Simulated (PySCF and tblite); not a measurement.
Values are calculated unless marked as measured or tabulated.
C₅H₁₂O, numbered as in [CH3:1][CH2:2][C@H:3]([CH3:4])[O:5][CH3:6].

The ensemble was built from 90 distance-geometry starts (ETKDG, MMFF94s, GFN2-xTB) and rests on GFN2-xTB geometries. Free energies are B3LYP-D3(BJ)/def2-SVP (IEF-PCM, acetone) single points with GFN2-xTB rigid-rotor and vibrational terms (modes under about 100 cm⁻¹ blended into free rotors). Symmetry numbers and mirror images are counted. Conformers within 3 kcal/mol (GFN2-xTB free energy) were kept, 10 at most. Couplings: B3LYP/6-31G* with pcJ-1 on H (gas phase; spin-dipole term only for pairs with B, N, F, Si or P). Couplings are for ¹H. H–H couplings come out 0.1 to 0.9 Hz lower than with pcJ-1 on all atoms. Of two unlike H on one atom, a is the less shielded (wB97X-D/pcSseg-1 (IEF-PCM, acetone)). Codes: tblite and PySCF.

Torsions listed: C1–C2–C3–O5, C2–C3–O5–C6.

| conformer | shape | weight % |
| --- | --- | --- |
| 1 | 65°, -162° | 50.8 |
| 2 | -57°, -73° | 15.1 |
| 3 | 174°, -78° | 14.5 |
| 4 | 166°, -166° | 12.8 |
| 5 | -64°, -166° | 6.8 |

Dihedral angles along the coupling paths:

```csv
coupling,conformer,dihedral (°)
"³J(H2b,H3)",1,70
"³J(H2b,H3)",2,-55
"³J(H2b,H3)",3,176
"³J(H2b,H3)",4,172
"³J(H2b,H3)",5,-61
"³J(H2a,H3)",1,-173
"³J(H2a,H3)",2,61
"³J(H2a,H3)",3,-67
"³J(H2a,H3)",4,-72
"³J(H2a,H3)",5,56
```

Problem. What are these vicinal couplings in each conformer, and averaged?

Solution. 
```
  coupling  conformer  dihedral (°)  J (Hz)  average (Hz)
³J(H2b,H3)          1            70     1.4           4.4
³J(H2b,H3)          2           -55     4.8           4.4
³J(H2b,H3)          3           176     9.8           4.4
³J(H2b,H3)          4           172    10.0           4.4
³J(H2b,H3)          5           -61     4.0           4.4
³J(H2a,H3)          1          -173     9.9           6.2
³J(H2a,H3)          2            61     1.8           6.2
³J(H2a,H3)          3           -67     2.9           6.2
³J(H2a,H3)          4           -72     2.3           6.2
³J(H2a,H3)          5            56     3.1           6.2
```
